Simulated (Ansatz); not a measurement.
Geometry optimisation, RKS B3LYP-D4/cc-pVDZ (Ansatz).

The input (input.yaml):

```yaml
crystal:
  periodic: [false, false, false]
  atoms:
    - { symbol: B, position_ang: [0.107643, 0.405912, -0.415242] }
    - { symbol: O, position_ang: [-0.109672, 0.045811, 2.148493] }
    - { symbol: H, position_ang: [-1.057382, -0.157693, 2.075774] }
    - { symbol: H, position_ang: [1.029415, -0.317481, -0.686429] }
    - { symbol: C, position_ang: [-1.365104, 0.032458, -0.79239] }
    - { symbol: H, position_ang: [-1.593538, -1.035207, -0.650713] }
    - { symbol: H, position_ang: [-2.133327, 0.647458, -0.300249] }
    - { symbol: H, position_ang: [-1.457518, 0.21256, -1.882825] }
    - { symbol: H, position_ang: [0.359813, 1.491161, 0.029168] }
    - { symbol: H, position_ang: [-0.04323, 0.955821, 1.769314] }
basis:
  gaussian: { orbitals: cc-pVDZ }
hamiltonian:
  xc: b3lyp
  dispersion: d4
relax:
  f_tol: 0.03
  max_steps: 50
```

Run as:

```bash
$ ansatz run input.yaml --threads 1 --pin off --max-ram 2048MiB --backend cpu --events-out ev --progress --plain --runs-dir out
```

Task: Where does it end, and by what steps?

Result: The forces met the threshold. The force dipped under the threshold on the way, but the program's further checks kept it going. After 24 steps the energy has fallen by 0.381 eV; H10 moved furthest, 0.86 Å. Joined: B1–O2 (2.60 → 1.78 Å).

```
step  energy less start (eV)  largest force component (eV/Å)  accepted
   0                  0.0000                           0.679       yes
   1                 -0.0150                           2.536       yes
   2                 -0.1292                           2.491       yes
   3                 -0.2669                           1.926       yes
   4                 -0.3073                           1.344       yes
   5                 -0.3480                           0.201       yes
   6                 -0.3258                           0.862        no
   7                 -0.3549                           0.057       yes
   8                 -0.3566                           0.040       yes
   9                 -0.3472                           0.656        no
  10                 -0.3583                           0.070       yes
  11                 -0.3605                           0.194       yes
  12                 -0.3617                           0.391       yes
  13                 -0.3726                           0.048       yes
  14                 -0.3635                           0.344        no
  15                 -0.3754                           0.034       yes
  16                 -0.3783                           0.069       yes
  17                 -0.3737                           0.193        no
  18                 -0.3797                           0.026       yes
  19                 -0.3789                           0.292        no
  20                 -0.3805                           0.011       yes
  21                 -0.3809                           0.054       yes
  22                 -0.3811                           0.071       yes
  23                 -0.3812                           0.031       yes
  24                 -0.3813                           0.019       yes
```

```xyz
10
Properties=species:S:1:pos:R:3
B -0.036 0.439 -0.112
O -0.262 0.029 1.601
H -1.013 0.555 1.925
H 0.968 -0.210 -0.336
C -1.387 -0.052 -0.796
H -1.557 -1.140 -0.711
H -2.294 0.464 -0.428
H -1.333 0.174 -1.877
H 0.137 1.647 -0.043
H 0.514 0.375 2.072
```

The run took 50 s on 1 thread of Arm Neoverse V2, on a shared host, peak memory 0.13 GiB.
